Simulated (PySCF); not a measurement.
Gas-phase reaction: 2 SiH2ClNH2 + 2 Si2H6 → SiH2(NH2)2 + 2 SiHCl + 3 SiH4, at 1800 K and a standard pressure of 1 bar. Level: ωB97M-V/def2-TZVP†.

Computed with PySCF and rigid-rotor harmonic-oscillator thermochemistry at 1 bar. † marks an energy on the PBE0/def2-TZVP geometry and frequencies. All species are closed-shell singlets. No R ln 2 is added for the mirror-image form of SiH2(NH2)2. SiH2ClNH2, SiH2(NH2)2, SiHCl: computed as isolated molecules; such fragments, hydroxides, amides, oligomers or adducts are transient or little studied in the gas. The harmonic model lacks anharmonicity and excited electronic states, which grow with temperature; levels with a mode under 35 cm⁻¹ are left out. Internal rotation in SiH2ClNH2, Si2H6, SiH2(NH2)2 is treated as a harmonic vibration of one conformer, which makes the entropy rough.

```csv
species,E (Ha),H(1800 K) − E (kJ/mol),S°(1800 K) (J/mol/K)
SiH2ClNH2,-806.90710,316.5,496.1
Si2H6,-582.52068,356.7,505.9
SiH2(NH2)2,-402.64650,427.8,539.7
SiHCl,-750.26183,108.6,340.7
SiH4,-291.84530,213.2,334.8
```
E: electronic energy; H − E holds the zero-point and thermal terms. 1 Ha = 2625.5 kJ/mol.

**Question.** Work out ΔH°, ΔS°, ΔG° and log10 K from these numbers.

**Answer.** 1. ΔE = 1×(-402.64650) + 2×(-750.26183) + 3×(-291.84530) − 2×(-806.90710) − 2×(-582.52068) = 0.14950 Ha = 392.5 kJ.
2. Δ(H − E) = 1×(427.8) + 2×(108.6) + 3×(213.2) − 2×(316.5) − 2×(356.7) = -61.8 kJ, so ΔH° = 330.7 kJ.
3. ΔS° = 1×(539.7) + 2×(340.7) + 3×(334.8) − 2×(496.1) − 2×(505.9) = 221.5 J/K; the number of gas molecules changes by +2.
4. ΔG° = ΔH° − TΔS° = 330.7 − 1800×(221.5)/1000 = -68.0 kJ.
5. log10 K = −ΔG°/(RT ln 10) = 1.97, with RT ln 10 = 34.46 kJ/mol; at standard pressures the products are favoured.
6. A shift of 10 kJ in ΔE would move log10 K by 0.29 here.
7. Lowering the total pressure from 1 bar to 0.01 bar multiplies the mole-fraction quotient K_x = K (p/p°)^(−Δn) by 10^4, which pushes the balance towards the products.
For scale, ΔH°(298 K) is 375 kJ at this level, 419 kJ at ωB97X-V/def2-TZVP†, and runs from 326 to 456 kJ over the 19 levels computed.
